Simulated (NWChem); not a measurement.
Molecule: hydrogen chloride (HCl); SMILES Cl

Program: NWChem. Pople sets run with spherical d functions. Each level has its own optimisation. Computed dipoles belong to the equilibrium geometry; the measured one is vibrationally averaged.

Measured dipole moment: 1.08 D (NIST CCCBDB, as tabulated in the package chemicals).

**Question.** Which of these levels lies farthest from the measured value, and how do the others fare: B3LYP/6-31G*; BLYP/def2-SVP; PBE/def2-SVP; Hartree-Fock/STO-3G; LDA (Slater exchange, VWN5)/def2-SVP; Hartree-Fock/3-21G; Hartree-Fock/6-31G*; PBE0/def2-SVP?…

**Answer.** Hartree-Fock/3-21G.
```
level                                 dipole moment (D)  computed − measured
------------------------------------  -----------------  -------------------
Hartree-Fock/STO-3G                                1.77                +0.69
Hartree-Fock/3-21G                                 1.86                +0.78
Hartree-Fock/6-31G*                                1.50                +0.42
B3LYP/6-31G*                                       1.47                +0.39
LDA (Slater exchange, VWN5)/def2-SVP               1.39                +0.31
PBE/def2-SVP                                       1.33                +0.25
BLYP/def2-SVP                                      1.26                +0.18
PBE0/def2-SVP                                      1.38                +0.30
```
